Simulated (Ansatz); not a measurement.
A made-up structure of CH5AlB, doublet:

```xyz
8
angstrom
B -1.7873 0.6145 -1.1409
Al 0.1322 0.6268 -0.4433
C 0.7617 -0.7118 0.8388
H -2.9031 0.6154 -1.5525
H 1.0755 1.7817 -1.0005
H 1.1162 -0.2262 1.7537
H -1.3691 1.6032 -0.7284
H -0.0067 -1.4354 1.1185
```

It is relaxed with PBE-D4/def2-SVP and then PBE0-D4/def2-TZVP (Ansatz 0.2.0). Atoms count as bonded within 1.22 times the sum of their covalent radii (H–H: 0.88 Å). The end point is not checked to be a true minimum.

**Question.** Does its bonding change? (A judgement: the text doesn't fix the answer.)

**Answer.** By the calculation: Yes. Formed: none; broken: Al2–H7.

Where it ends: The first stage lowers the energy by 1.53 eV in 17 steps. It ends as CH₅AlB ([BH2][AlH][CH2]):
```
8
angstrom
B -1.8256 1.0061 -1.0249
Al 0.1808 0.6885 -0.4133
C 0.6250 -0.5791 0.9762
H -2.3472 0.3824 -1.9087
H 1.3817 1.4932 -1.0879
H 1.6416 -0.7670 1.3201
H -2.5374 1.8357 -0.5276
H -0.0995 -1.1915 1.5114
```

Labels in which every atom is bracketed show which atoms are joined, not bond orders.

For scale, one of the runs: PBE0-D4/def2-TZVP relaxation, 129 basis functions, launched by `ansatz run in.yaml --threads 2 --pin off --events-out ev --progress --plain --max-ram 4352MiB`. The run took about 29 s on 2 CPU threads of an Intel Xeon Platinum 8175M (shared host).
